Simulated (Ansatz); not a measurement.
# H6NSi: the cost of one run

Program: Ansatz 0.2.0. Level of theory: UKS PBE0-D4/6-31G*. These are calculated values, not measurements.

## 1. Starting point

Bond lengths: Si1–N3 1.820 Å, N3–H4 1.060 Å, N3–H5 1.060 Å, Si1–H6 1.459 Å, Si1–H7 1.459 Å. Angles: Si1–N3–H4 120.0°, Si1–N3–H5 120.0°, H4–N3–H5 120.0°, N3–Si1–H6 109.5°, N3–Si1–H7 109.5°, H6–Si1–H7 109.5°.

Structure file:

```xyz
8

Si    0.0000    0.0000    0.0000
H     0.0000    0.0000    1.7100
N     1.7163    0.0000   -0.6061
H     2.2145   -0.9180   -0.7868
H     2.2175    0.9180   -0.7783
H    -0.6877    1.1914   -0.4862
H    -0.6877   -1.1914   -0.4862
H     0.0000    0.0000    2.6700
```

## 2. Pulling towards end A

Springs on the bonds that form and break draw the guess towards this end; the thresholds are loose.

The input, input.yaml:

```yaml
crystal:
  periodic: [false, false, false]
  atoms:
    - { symbol: Si, position_ang: [0.0, 0.0, 0.0] }
    - { symbol: H, position_ang: [0.0, 0.0, 1.71] }
    - { symbol: "N", position_ang: [1.7163, 0.0, -0.6061] }
    - { symbol: H, position_ang: [2.2145, -0.918, -0.7868] }
    - { symbol: H, position_ang: [2.2175, 0.918, -0.7783] }
    - { symbol: H, position_ang: [-0.6877, 1.1914, -0.4862] }
    - { symbol: H, position_ang: [-0.6877, -1.1914, -0.4862] }
    - { symbol: H, position_ang: [0.0, 0.0, 2.67] }
magnetization:
  spin_polarized: true
  initial_magnetization: 1
basis:
  gaussian: { orbitals: "6-31G*" }
hamiltonian:
  xc: pbe0
  dispersion: d4
relax:
  f_tol: 0.15
  max_steps: 25
  restrain:
    - { distance: [1, 7], at: 1.86, k: 30.0 }
    - { distance: [0, 1], at: 1.46, k: 30.0 }
```

Command:

```bash
ansatz run input.yaml --threads 1 --pin off --max-ram 2048MiB --backend cpu --events-out ev --progress --plain --runs-dir out
```

Q: Estimate wall time and peak memory on 1 thread of Arm Neoverse V1, shared host.

About 14 s, with a peak of 0.12 GiB.
